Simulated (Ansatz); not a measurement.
Geometry optimisation, Ansatz 0.2.0, UKS B3LYP-D4/def2-SVP.

The input (input.yaml):

```yaml
crystal:
  periodic: [false, false, false]
  atoms:
    - { symbol: B, position_ang: [0.0, 0.0, -0.347648] }
    - { symbol: Cl, position_ang: [0.0, 0.0, 2.716251] }
    - { symbol: H, position_ang: [1.087165, 0.0, -0.860779] }
    - { symbol: H, position_ang: [-1.087165, 0.0, -0.860779] }
    - { symbol: H, position_ang: [0.0, 0.0, 4.052954] }
magnetization:
  spin_polarized: true
  initial_magnetization: 1
basis:
  gaussian: { orbitals: def2-SVP }
hamiltonian:
  xc: b3lyp
  dispersion: d4
relax:
  f_tol: 0.03
  max_steps: 50
output:
  orbitals: {}
```

Launched with:

```bash
$ ansatz run input.yaml --threads 1 --pin off --max-ram 2048MiB --backend cpu --events-out ev --progress --plain --runs-dir out
```

**Question.** Where does it end, and by what steps?

**Answer.** The run converged. After 3 steps the energy has fallen by 0.045 eV; Cl2 moved furthest, 0.26 Å.

```
step  energy less start (eV)  largest force component (eV/Å)  accepted
   0                  0.0000                           1.115       yes
   1                 -0.0378                           0.576       yes
   2                 -0.0442                           0.143       yes
   3                 -0.0445                           0.019       yes
```

```xyz
5
Properties=species:S:1:pos:R:3
B 0.000 0.000 -0.505
Cl 0.000 0.000 2.974
H 1.087 0.000 -1.018
H -1.087 0.000 -1.018
H 0.000 0.000 4.267
```

Time of the run: 5.8 s on 1 thread of Arm Neoverse V2, with other jobs on the host, peak memory 0.11 GiB.
